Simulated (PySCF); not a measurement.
# SiC⁺, doublet: the ladder up to full CI

Geometry: that of the SiC, singlet, kept fixed.

```xyz
2

Si    0.0000    0.0000    0.0000
C     0.0000    0.0000    1.6358
```

Basis 6-31G; PySCF 2.14.0. Only valence electrons are correlated (noble-gas cores frozen), which leaves 7 electrons in 16 orbitals. Prefix R: restricted or restricted open-shell reference; prefix U: unrestricted.

Full CI is exact within this basis and frozen core; it isn't the basis-set limit. The frozen core follows each run's orbitals, which can shift R against U totals by a few meV.

The determinant for coupled cluster was chosen by a search with trial CCSD, here up to 0.41 eV above the lowest Hartree–Fock solution of its kind, and MP2 stands on that determinant too.

The UHF ⟨S²⟩ is 1.945 and the ⟨S²⟩ of the determinant under UCCSD is 0.840. The T1 diagnostic (ROHF- or RHF-based CCSD) is 0.1020 and the largest doubles amplitude (ROHF- or RHF-based CCSD) is 0.228.

```
   level  E − E(determinant under the R cluster runs) (eV)
    RMP2                                           -3.3008
   RCCSD                                           -4.5057
RCCSD(T)                                           -4.8333
```

**Question.** Estimate how far full CI in 6-31G lies from RCCSD(T). The table doesn't fix it; the size of (T) and the diagnostics are the guide.

**Answer.** Full CI in 6-31G lies 4.2 kJ/mol below RCCSD(T), which is 13 % of the (T) step (-31.6 kJ/mol). T1 is very large, a doubles amplitude is large, but (T) still catches most of what CCSD lacks. The miss exceeds 1 kcal/mol.

The other levels:

```csv
level,E − E(full CI) (kJ/mol),share of correlation (%),wall time
RCCSDT,4.4,99.06,4 s
```

The correlation energy at full CI, counted from the determinant under the R cluster runs, is -4.877 eV. Full CI, over all symmetries tried, took 28 s on 1 thread of Arm Neoverse V1, shared host; the state has 254,800 determinants.

Run but not shown, since their state, orbitals or frozen core can't be matched to the reference's or they repeat it: RHF, UHF, UMP2, UCCSD, UCCSD(T), UCCSDT.

Times are those of the correlated step on a shared host, with one SCF added for the restricted CCSD run; they ran on 1 thread of Arm Neoverse V1.

The full-CI state has the irrep B2 of C2v, in the program's axes (one component, if the state is degenerate).

Natural occupations of full CI about the gap: 1.970 1.833 1.713 0.962 0.273 0.154 0.056 0.018 0.006 0.004; effectively unpaired electrons, Σ n²(2−n)², 1.65.
